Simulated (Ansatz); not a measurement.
What does this script print? It uses Ansatz 0.2.0 through its Python package.

`states_h4nosi.py`:
```python
import ansatz
import numpy as np

geometry_ang = [
    ("N", (-0.9936, -0.5071, 0.6868)),
    ("Si", (0.1459, 0.3297, -0.3225)),
    ("O", (1.4255, -0.6103, 0.0206)),
    ("H", (-1.8529, 0.0493, 0.5406)),
    ("H", (-0.2088, 0.2152, -1.769)),
    ("H", (0.361, 1.7402, 0.1291)),
    ("H", (1.1842, -1.285, 0.6688)),
]
system = ansatz.Crystal.molecule()
for symbol, xyz in geometry_ang:
    system = system.atom(symbol, xyz)
symbols = [site.symbol for site in system.cartesian_sites]

start = np.array([site.position_ang for site in system.cartesian_sites])
for factor in [1.0, 1.5]:
    xyz = (start - start.mean(axis=0)) * factor
    scaled = ansatz.Crystal.molecule()
    for symbol, place in zip(symbols, xyz):
        scaled = scaled.atom(symbol, place.tolist())
    setup = (
        scaled.calculation()
        .basis(gaussian="def2-SVP")
        .functional("PBE0")
        .spin("collinear", total=1)
    )
    for search in ("off", "standard"):
        try:
            rep = setup.scf(lower_state_search=search).run(threads=1).report
        except ansatz.AnsatzError as error:
            print(f"x{factor} search {search}: {type(error).__name__}")
            continue
        state = rep["mean_field"]["state"]
        print(f"all distances x{factor}, search {search:8s} E = {rep['free_energy_ev']:.5f} eV  <S^2> = {abs(state['spin_squared']):.3f}  other states met: {len(rep['mean_field']['others'])}")
```

```console
$ python states_h4nosi.py
all distances x1.0, search off      E = -11466.35556 eV  <S^2> = 0.753  other states met: 0
all distances x1.0, search standard E = -11466.35556 eV  <S^2> = 0.753  other states met: 0
all distances x1.5, search off      E = -11452.84602 eV  <S^2> = 1.379  other states met: 0
all distances x1.5, search standard E = -11452.84602 eV  <S^2> = 1.379  other states met: 7
```

Total energies depend on the basis set; only differences at equal settings carry meaning. The count of other states can hold repeated and symmetry-equivalent ends of the search; scaling all distances is a test, and for more than two atoms no physical path. The structure is a rough, unrelaxed start. The run takes the species as open-shell (spin multiplicity 2), which needn't be its ground state. The expectation value of S² is noticeably off S(S+1) in at least one run, so that state is spin-contaminated. Run time: 19 s on 1 thread of Arm Neoverse V1, with other jobs on the host, peak memory 0.22 GiB.
